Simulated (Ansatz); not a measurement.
# C₆H₁₂: one species, many methods

Aim: compute C₆H₁₂ with functionals from several rungs and with coupled cluster. The yardstick is the atomisation energy at the CCSD(T) limit.

Method: functionals in def2-TZVPP, the program's frozen cores in correlated methods; program: Ansatz 0.2.0, Gaussian basis.

The runs, in order: LDA (SPW92), PBE-D4, revPBE-D4, BLYP-D4, r2SCAN-D4, B97M-V, PBE0-D4, B3LYP-D4, r2SCANh-D4, r2SCAN0-D4, HSE06-D4, BHLYP-D4, CAM-B3LYP-D4, LC-ωPBE, ωB97X-V, ωB97M-V, B2PLYP, PBE-QIDH; CCSD(T)/def2-SVP; CCSD(T)/def2-TZVPP; MP2/def2-QZVPP; extrapolation to the limit; RPA on PBE.

## Step 1: The geometry

An earlier PBE0-D4 in a triple-zeta def2 set relaxation fixed the geometry.

SMILES `C/C=C\CCC`, 18 atoms, charge 0, spin multiplicity 1.

Atoms are counted from 1 here; the program's logs count them from 0.

Bond lengths: C1–C2 1.491 Å, C1–H7 1.095 Å, C1–H8 1.090 Å, C1–H9 1.095 Å, C2–C3 1.330 Å, C2–H10 1.088 Å, C3–C4 1.493 Å, C3–H11 1.089 Å, C4–C5 1.530 Å, C4–H12 1.096 Å, C4–H13 1.094 Å, C5–C6 1.519 Å, C5–H14 1.096 Å, C5–H15 1.095 Å, C6–H16 1.094 Å, C6–H17 1.093 Å, C6–H18 1.092 Å. Angles: C2–C1–H7 110.8°, C2–C1–H8 112.9°, C2–C1–H9 110.6°, H7–C1–H8 108.0°, H7–C1–H9 106.5°, H8–C1–H9 107.8°, C1–C2–C3 127.5°, C1–C2–H10 115.2°, C3–C2–H10 117.3°, C2–C3–C4 127.9°, C2–C3–H11 117.2°, C4–C3–H11 114.8°, C3–C4–C5 112.6°, C3–C4–H12 108.7°, C3–C4–H13 111.0°, C5–C4–H12 108.7°, C5–C4–H13 109.2°, H12–C4–H13 106.4° and more.

Geometry (Å):

```xyz
18
charge 0, multiplicity 1
C    -1.9774   -1.1989    0.4868
C    -0.7031   -1.1422    1.2590
C     0.5134   -0.8678    0.7957
C     0.9094   -0.5379   -0.6059
C     1.4107    0.9005   -0.7525
C     0.3239    1.9347   -0.5169
H    -2.4421   -2.1864    0.5748
H    -1.8403   -0.9850   -0.5731
H    -2.7006   -0.4785    0.8830
H    -0.7961   -1.3507    2.3229
H     1.3308   -0.8592    1.5156
H     1.7087   -1.2216   -0.9151
H     0.0783   -0.7016   -1.2975
H     2.2360    1.0651   -0.0502
H     1.8319    1.0280   -1.7550
H    -0.4894    1.8187   -1.2395
H    -0.1066    1.8320    0.4822
H     0.7124    2.9510   -0.6142
```

## Step 2: LDA

This LDA is Slater exchange with PW92 correlation.

File in.yaml:

```yaml
crystal:
  periodic: [false, false, false]
  atoms:
    - {symbol: C, position_ang: [-1.977387, -1.198944, 0.486762]}
    - {symbol: C, position_ang: [-0.703079, -1.142247, 1.258987]}
    - {symbol: C, position_ang: [0.513423, -0.867778, 0.795739]}
    - {symbol: C, position_ang: [0.909365, -0.537855, -0.605879]}
    - {symbol: C, position_ang: [1.410700, 0.900471, -0.752501]}
    - {symbol: C, position_ang: [0.323921, 1.934675, -0.516884]}
    - {symbol: H, position_ang: [-2.442150, -2.186383, 0.574773]}
    - {symbol: H, position_ang: [-1.840296, -0.985037, -0.573051]}
    - {symbol: H, position_ang: [-2.700604, -0.478520, 0.882951]}
    - {symbol: H, position_ang: [-0.796055, -1.350747, 2.322890]}
    - {symbol: H, position_ang: [1.330800, -0.859176, 1.515610]}
    - {symbol: H, position_ang: [1.708735, -1.221616, -0.915092]}
    - {symbol: H, position_ang: [0.078273, -0.701594, -1.297508]}
    - {symbol: H, position_ang: [2.235989, 1.065115, -0.050215]}
    - {symbol: H, position_ang: [1.831946, 1.027965, -1.754979]}
    - {symbol: H, position_ang: [-0.489387, 1.818675, -1.239534]}
    - {symbol: H, position_ang: [-0.106558, 1.831973, 0.482161]}
    - {symbol: H, position_ang: [0.712365, 2.951032, -0.614238]}
basis:
  gaussian: {orbitals: def2-TZVPP}
hamiltonian: {xc: lda}
output: {orbitals: {seedname: orbitals}}
```

Run with:

```
$ ansatz run in.yaml --threads 2 --pin off --events-out ev --progress --plain --max-ram 22528MiB --backend cuda --devices 0, --max-vram 18GiB
```

The runs that follow: PBE-D4 (GGA); revPBE-D4 (GGA); BLYP-D4 (GGA); r2SCAN-D4 (meta-GGA); B97M-V (meta-GGA); B3LYP-D4 (hybrid); r2SCANh-D4 (hybrid); r2SCAN0-D4 (hybrid); HSE06-D4 (hybrid); BHLYP-D4 (hybrid); CAM-B3LYP-D4 (range-separated); LC-ωPBE (range-separated); ωB97X-V (range-separated); ωB97M-V (range-separated); B2PLYP (double hybrid); PBE-QIDH (double hybrid); CCSD(T) in def2-SVP; CCSD(T) in def2-TZVPP; MP2 in def2-QZVPP; RPA on PBE orbitals.

Q: Predict the results of all the runs planned. Wanted: atomisation energy, CCSD(T)/CBS; farthest beyond LDA; mean size of error, GGA; mean size of error, meta-GGA; mean size of error, hybrid; mean size of error, range-separated; mean size of error, double hybrid; gap, smallest and largest; T1 diagnostic.

The runs gave:

```
                               quantity                                                                                             value
        atomisation energy, CCSD(T)/CBS                                                                                   1744.0 kcal/mol
functionals within 8.7 kcal/mol (0.5 %)  revPBE-D4, BLYP-D4, r2SCAN-D4, B97M-V, B3LYP-D4, r2SCANh-D4, LC-ωPBE, ωB97X-V, ωB97M-V, PBE-QIDH
                    farthest beyond LDA                                                                           PBE-D4 (+35.0 kcal/mol)
                mean size of error, GGA                                                                                     13.7 kcal/mol
           mean size of error, meta-GGA                                                                                      4.9 kcal/mol
             mean size of error, hybrid                                                                                     13.3 kcal/mol
    mean size of error, range-separated                                                                                      4.4 kcal/mol
      mean size of error, double hybrid                                                                                      7.3 kcal/mol
              gap, smallest and largest                                                         5.37 eV (LDA (SPW92)), 12.52 eV (LC-ωPBE)
                          T1 diagnostic                                                                                            0.0093
triples share of the correlation energy                                                                                             4.0 %
```

**Reading.** The LDA atomisation energy is off by 231.2 kcal/mol (13 %): it overbinds. PBE-D4 is off by +35.0 kcal/mol. Double hybrids carry the basis error of their MP2 part in triple zeta, and no dispersion term here, so their miss is partly the set-up's. The rungs range-separated, meta-GGA, double hybrid miss on average by less than the doubt on the reference (8.7 kcal/mol), so they tie. Misses under about 8.7 kcal/mol are within the doubt on the reference itself, which lacks core-valence correlation, relativity and higher excitations. Hartree-Fock recovers 76 % of the binding; the rest is correlation. CCSD(T) in def2-SVP is off by -60.0 kcal/mol, so the small basis spoils what the method gains. Orbital gaps span 5.4 to 12.5 eV; exact exchange widens them.
